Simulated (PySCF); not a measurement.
## The electron affinity along group 13

All values are computed (PySCF 2.14, energy differences of UHF-based or UKS calculations, no spin-orbit coupling). Values in eV. The last column holds reference values (measured affinities from photodetachment; the arrow runs from anion to atom). Unmarked ones compare directly (S terms, centres of terms, or small fine structure); those marked * lie between the lowest fine-structure levels and include a spin-orbit shift.

```tsv
element	configurations	PBE	MP2 (valence)	SCS-MP2 (valence)	CCSD (valence)	CCSD(T) (valence)	FCI (valence)	reference
B (aug-cc-pVDZ-DK, spin-free X2C)	[He] 2s2 2p2 → [He] 2s2 2p1	0.595	0.142	0.006	0.124	0.170	0.189	0.280
Al (aug-cc-pVDZ-DK, spin-free X2C)	[Ne] 3s2 3p2 → [Ne] 3s2 3p1	0.578	0.308	0.215	0.329	0.360	0.373	0.433 *
Ga (aug-cc-pVDZ-DK, spin-free X2C)	[Ar] 3d10 4s2 4p2 → [Ar] 3d10 4s2 4p1	0.477	0.209	0.114	0.237	0.263	0.275	0.301 *
```

The highest occupied level of the anion is positive for B⁻ at PBE; Al⁻ at PBE; Ga⁻ at PBE, so there the basis helps to hold the electron.

"Valence" correlates the outer s and p shells and, in groups 3 to 12 and the f block, the outer d or f shell, open or full, or the next shell where the ion has no valence electron left; the wider scheme adds the next inner shell.
